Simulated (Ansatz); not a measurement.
The input, for Ansatz 0.2.0:

```yaml
crystal:
  periodic: [false, false, false]
  atoms:
    - {symbol: C, position_ang: [0.000000, 0.000000, 0.000000]}
    - {symbol: Ga, position_ang: [0.000000, 0.000000, 2.441000]}
basis:
  gaussian: {orbitals: cc-pVDZ}
magnetization: {spin_polarized: false, initial_magnetization: 1}
correlation: {method: fic_mrcisd_q, electrons: outside_noble_gas, active_space: {window: {electrons: 7, orbitals: 8}, shells: [{species: C, l: s, shell: 2}, {species: C, l: p, shell: 2}, {species: Ga, l: s, shell: 4}, {species: Ga, l: p, shell: 4}]}}
```

```sh
$ ansatz run in.yaml --threads 1 --pin off --events-out ev --progress --plain --max-ram 2393MiB
```

Log:

```
773 factors; integrals over basis functions are off by at most 9.1e-8 eV
mean field evaluation 1: about -53357.7386 eV, gradient 6.7e0 eV
mean field evaluation 2: about -53357.7401 eV, gradient 6.7e0 eV
mean field evaluation 4: about -53358.1533 eV, gradient 5.9e-1 eV
mean field evaluation 8: about -53358.1576 eV, gradient 1.1e-3 eV
mean field evaluation 16: about -53357.3654 eV, gradient 2.2e-3 eV
mean field evaluation 32: about -53352.0706 eV, gradient 2.0e1 eV
mean field evaluation 64: about -53358.1576 eV, gradient 4.4e-2 eV
mean field evaluation 96: about -53357.3482 eV, gradient 9.0e-1 eV
mean field evaluation 128: about -53358.1576 eV, gradient 4.0e-6 eV
mean field -53358.15757245 eV, -1960.8761233292 hartree, gradient 4.0e-6 eV, S^2 0.750000; 16 other end points of the search recorded, 0 dependent functions left out
reference -53358.15757245 eV, -1960.8761233292 hartree; 19, 18 occupied and 22, 23 virtual orbitals, 773 factors
state -53360.19691631 eV, -1960.9510678339 hartree
contracted CI cycle   1: correlation 0.00000000 eV, 0.0000000000 hartree, residual 1.09e1 eV
contracted CI cycle   2: correlation -2.15817701 eV, -0.0793115422 hartree, residual 2.36e0 eV
contracted CI cycle   3: correlation -2.25484822 eV, -0.0828641438 hartree, residual 5.33e-1 eV
contracted CI cycle   4: correlation -2.26011704 eV, -0.0830577693 hartree, residual 1.38e-1 eV
contracted CI cycle   5: correlation -2.26047502 eV, -0.0830709248 hartree, residual 4.08e-2 eV
contracted CI cycle   6: correlation -2.26050579 eV, -0.0830720554 hartree, residual 1.14e-2 eV
contracted CI cycle   7: correlation -2.26050837 eV, -0.0830721505 hartree, residual 3.34e-3 eV
contracted CI cycle   8: correlation -2.26050858 eV, -0.0830721582 hartree, residual 9.15e-4 eV
state -53360.19691631 eV, -1960.9510678339 hartree; corrected -53362.57324545 eV, -1961.0383963191 hartree
Total energy: -53362.57324545 eV, -1961.0383963191 hartree
Checks for a lower state left out: starts, orbital_swaps
```

Ran on 1 thread of Arm Neoverse V2, shared host: 5.5 s wall, 0.2 GiB peak host memory.
